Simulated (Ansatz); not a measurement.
How the lattice constant a of Te (model structure, started from the hcp type, P6₃/mmc, No. 194, 2 atoms in the cell) moves with the method

No measured value is used here.

```
level (code)         value (Å)
-------------------  ---------
PBE (Ansatz)             4.068
PBEsol (Ansatz)          3.945
PBE-D3(BJ) (Ansatz)      3.943
r²SCAN (Ansatz)          4.068
```

Ansatz's density-functional and Hartree–Fock values are scalar-relativistic unless marked +SOC, with PAW data made under PBE.

A model structure was made by putting elements into a prototype or built by hand; it is no filed structure, need not be a known phase, and can be a saddle point held by its symmetry.

Ansatz is a program for electronic structure.
